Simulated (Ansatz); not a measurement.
# C₃H₆O₂S: one species, many methods

An exercise on one series of results from a longer session: the logs are not shown, and one member is left open.

The runs use Ansatz 0.2.0, Gaussian basis; functionals in def2-TZVPP, the program's frozen cores in correlated methods.

Plan: LDA (SPW92), PBE-D4, revPBE-D4, BLYP-D4, r2SCAN-D4, B97M-V, PBE0-D4, B3LYP-D4, r2SCANh-D4, r2SCAN0-D4, HSE06-D4, BHLYP-D4, CAM-B3LYP-D4, LC-ωPBE, ωB97X-V, ωB97M-V, B2PLYP, PBE-QIDH; CCSD(T)/def2-SVP; CCSD(T)/def2-TZVPP; MP2/def2-QZVPP; extrapolation to the limit; RPA on PBE.

### The geometry

All runs share one geometry, relaxed beforehand with PBE0-D4 in a triple-zeta def2 set.

12 atoms, charge 0, spin multiplicity 1.

Atoms are counted from 1 here; the program's logs count them from 0.

Bond lengths: O1–C2 1.406 Å, O1–H7 0.962 Å, C2–C3 1.532 Å, C2–S6 1.809 Å, C2–H8 1.095 Å, C3–O4 1.416 Å, C3–H9 1.091 Å, C3–H10 1.095 Å, O4–C5 1.392 Å, C5–S6 1.817 Å, C5–H11 1.096 Å, C5–H12 1.090 Å. Angles: C2–O1–H7 108.2°, O1–C2–C3 107.6°, O1–C2–S6 113.7°, O1–C2–H8 111.3°, C3–C2–S6 104.9°, C3–C2–H8 111.6°, S6–C2–H8 107.7°, C2–C3–O4 111.0°, C2–C3–H9 111.3°, C2–C3–H10 107.4°, O4–C3–H9 107.3°, O4–C3–H10 110.5°, H9–C3–H10 109.5°, C3–O4–C5 111.0°, O4–C5–S6 105.8°, O4–C5–H11 112.1°, O4–C5–H12 109.1°, S6–C5–H11 109.1° and more.

Set-up of the first run:

File in.yaml:

```yaml
crystal:
  periodic: [false, false, false]
  atoms:
    - {symbol: O, position_ang: [-0.171790, 1.794034, 0.306915]}
    - {symbol: C, position_ang: [-0.527904, 0.490125, 0.694334]}
    - {symbol: C, position_ang: [-0.956728, -0.266436, -0.567178]}
    - {symbol: O, position_ang: [0.038666, -1.190482, -0.966354]}
    - {symbol: C, position_ang: [1.255276, -0.910399, -0.350824]}
    - {symbol: S, position_ang: [0.850325, -0.470865, 1.365516]}
    - {symbol: H, position_ang: [0.259250, 2.221470, 1.052771]}
    - {symbol: H, position_ang: [-1.322209, 0.502062, 1.447448]}
    - {symbol: H, position_ang: [-1.874903, -0.831325, -0.397046]}
    - {symbol: H, position_ang: [-1.126313, 0.477012, -1.353171]}
    - {symbol: H, position_ang: [1.772320, -0.068226, -0.824994]}
    - {symbol: H, position_ang: [1.880812, -1.802169, -0.373315]}
basis:
  gaussian: {orbitals: def2-TZVPP}
hamiltonian: {xc: lda}
output: {orbitals: {seedname: orbitals}}
```

Run with:

```
$ ansatz run in.yaml --threads 4 --pin off --events-out ev --progress --plain --max-ram 10444MiB
```

Among the steps run: LDA; PBE-D4 (GGA); revPBE-D4 (GGA); BLYP-D4 (GGA); r2SCAN-D4 (meta-GGA); B97M-V (meta-GGA); PBE0-D4 (hybrid); B3LYP-D4 (hybrid); r2SCANh-D4 (hybrid); r2SCAN0-D4 (hybrid); HSE06-D4 (hybrid); BHLYP-D4 (hybrid); CAM-B3LYP-D4 (range-separated); LC-ωPBE (range-separated); ωB97X-V (range-separated); ωB97M-V (range-separated); B2PLYP (double hybrid); PBE-QIDH (double hybrid).

One of the session's tables, all rows but one given; the rest of the session is left out.

It belongs to the step «Orbital energies across the functionals». 

| functional | HOMO (eV) | gap (eV) |
| --- | --- | --- |
| LDA (SPW92) | ? | ? |
| PBE-D4 | -5.64 | 4.96 |
| revPBE-D4 | -5.58 | 5.00 |
| BLYP-D4 | -5.51 | 4.91 |
| r2SCAN-D4 | -5.89 | 5.49 |
| B97M-V | -6.00 | 5.58 |
| PBE0-D4 | -6.91 | 7.21 |
| B3LYP-D4 | -6.69 | 6.70 |
| r2SCANh-D4 | -6.36 | 6.33 |
| r2SCAN0-D4 | -7.08 | 7.56 |
| HSE06-D4 | -6.51 | 6.43 |
| BHLYP-D4 | -8.07 | 9.30 |
| CAM-B3LYP-D4 | -8.30 | 9.62 |
| LC-ωPBE | -9.70 | 12.28 |
| ωB97X-V | -9.33 | 11.76 |
| ωB97M-V | -9.17 | 11.34 |

**Question.** Estimate the row for LDA (SPW92).

As computed: HOMO (eV): -5.78; gap (eV): 4.89. In the column «HOMO (eV)» it lies between r2SCAN-D4 (-5.89) and PBE-D4 (-5.64).
